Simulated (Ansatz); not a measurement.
# Worked example: correlation energy of SnH$_{2}$⁺, doublet

Geometry: that of the SnH2, triplet, kept fixed.

```xyz
3

Sn    0.0000   -0.0144    0.0000
H     0.0000    0.8475   -1.4828
H     0.0000    0.8475    1.4828
```

Basis def2-SVP with its core potentials; Ansatz 0.2.0. Only valence electrons are correlated (noble-gas cores and the filled d shells of p-block atoms frozen), which leaves 5 electrons in 27 orbitals. R marks a restricted (for open shells ROHF) determinant. No spin–orbit coupling is included; scalar relativity enters through the core potentials alone.

Full CI is exact within this basis and frozen core; it isn't the basis-set limit.

RCCSD has a T1 diagnostic of 0.022 and a largest doubles amplitude of 0.06.

Runs differ by some tens of microhartree through their thresholds and, for an open shell, their frozen cores, so steps under 0.03 kcal/mol mean nothing.

Here the R and U totals at CCSDT(Q) differ by 0.19 kcal/mol, a measure of how far such totals hang on the determinant and its frozen core.

```csv
level,total energy (hartree)
RHF,-214.186488
RMP2,-214.242461
RCCSD,-214.261876
RCCSD(T),-214.263197
RCCSDT,-214.263718
RCCSDT(Q),-214.263735
full CI,-214.263698
```

Task: What is the correlation energy at full CI, and what share of it do RMP2 and RCCSD(T) recover?

Result: E(corr) = -214.263698 − (-214.186488) = -0.077210 hartree = -2.101 eV. RMP2: -0.055973 / -0.077210 = 72.49 %. RCCSD(T): -0.076709 / -0.077210 = 99.35 %.

Task: By how many kcal/mol does RCCSD(T) miss full CI (1 hartree = 627.509 kcal/mol), and which steps make up the rest?

Result: -214.263197 − (-214.263698) = 0.000501 hartree = 0.31 kcal/mol. Steps: RCCSDT − RCCSD(T) = -0.33, RCCSDT(Q) − RCCSDT = -0.01, full CI − RCCSDT(Q) = 0.02 kcal/mol. That is within 1 kcal/mol of the reference in this basis, which itself misses far more of the correlation at the basis-set limit.
